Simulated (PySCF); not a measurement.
Gas-phase reaction: 2 SiH2Cl + Cl2 = SiH4 + SiCl4

Computed with PySCF (xtb for GFN2) and rigid-rotor harmonic-oscillator thermochemistry at 1 bar. † marks an energy on the PBE0/def2-TZVP geometry and frequencies; other levels use their own. CCSD(T) freezes the core. 6-31G* has spherical d functions here. Open shells (unrestricted): SiH2Cl (multiplicity 2); the rest are closed-shell singlets. GFN2 has no spin-polarisation term. B3LYP is the form with VWN-RPA correlation. SiH2Cl: computed as isolated molecules; such fragments, hydroxides, amides, oligomers or adducts are transient or little studied in the gas. CCSD(T) isn't extrapolated to the basis-set limit; its ΔH°(298 K) is -679.1 kJ in def2-SVP and -680.8 kJ in def2-TZVPP. The harmonic model lacks anharmonicity and excited electronic states, which grow with temperature; levels with a mode under 35 cm⁻¹ are left out.

| level | ΔE electronic, kJ | ΔH°(298 K), kJ | ΔS°(298 K), J/K | ΔG°(1400 K), kJ |
|---|---|---|---|---|
| B3LYP/def2-TZVP† | -644 | -635 | -211 | -348 |
| CCSD(T)/def2-SVP† | -688 | -679 | -211 | -392 |
| GFN2-xTB | -548 | -541 | -203 | -265 |
| HF/6-31G* | -612 | -604 | -214 | -312 |
| PBE/def2-TZVP† | -639 | -630 | -211 | -343 |
| PBE0/def2-QZVP† | -657 | -648 | -211 | -361 |
| PBE0/def2-SVP† | -680 | -671 | -211 | -384 |
ΔH° is lowest at CCSD(T)/def2-SVP† and highest at GFN2-xTB. No reference value is set beside these.
